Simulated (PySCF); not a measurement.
## BO: frontier orbitals

CAM-B3LYP at R = 1.203 Å; B def2-TZVPPD, O def2-TZVPPD; no relativity (PySCF 2.14). State: ²Σ⁺ (doublet), unpaired electrons σ ↑. Only the outer orbitals are listed, counted within each symmetry.

| spin | orbital | occ. | ε (eV) | on B (%) | main shells (%) |
| --- | --- | --- | --- | --- | --- |
| α | 3σ | 1 | -29.58 | 29 | 68 O s, 14 B s, 13 B p |
| α | 4σ | 1 | -14.24 | 25 | 57 O p, 25 B s, 17 O s |
| α | 1π | 1 | -12.18 | 26 | 73 O p, 24 B p |
| α | 1π | 1 | -12.18 | 26 | 73 O p, 24 B p |
| α | 5σ | 1 | -11.36 | 85 | 43 B p, 42 B s, 10 O p |
| α | 2π | 0 | 0.55 | 71 | 53 B p, 27 O p, 18 B d |
| α | 2π | 0 | 0.55 | 71 | 53 B p, 27 O p, 18 B d |
| β | 3σ | 1 | -29.51 | 28 | 69 O s, 14 B s, 13 B p |
| β | 4σ | 1 | -13.85 | 19 | 63 O p, 18 O s, 16 B s |
| β | 1π | 1 | -12.19 | 21 | 78 O p, 19 B p |
| β | 1π | 1 | -12.19 | 21 | 78 O p, 19 B p |
| β | 5σ | 0 | -3.71 | 92 | 58 B s, 33 B p |

Which are the highest filled and the lowest empty level, where do they sit, and how wide is the gap?

Highest filled α 5σ at -11.36 eV (in %: 43 B p, 42 B s, 10 O p); lowest empty β 5σ at -3.71 eV (in %: 58 B s, 33 B p); the gap at CAM-B3LYP is 7.65 eV.

| Item | Value |
| --- | --- |
| bond order (Mayer) | 2.42 |
| ⟨S²⟩ | 0.757 |
| charge on B (Mulliken, basis-dependent) | 0.16 |
| charge on B (Löwdin, basis-dependent) | 0.00 |
| dipole moment (positive dipole means B(−)O(+)) | -2.49 D |
| polarisability along the bond | 19.1 bohr³ |
| polarisability across the bond | 15.8 bohr³ |

The state was picked by a PBE0 search and need not be the measured ground state.
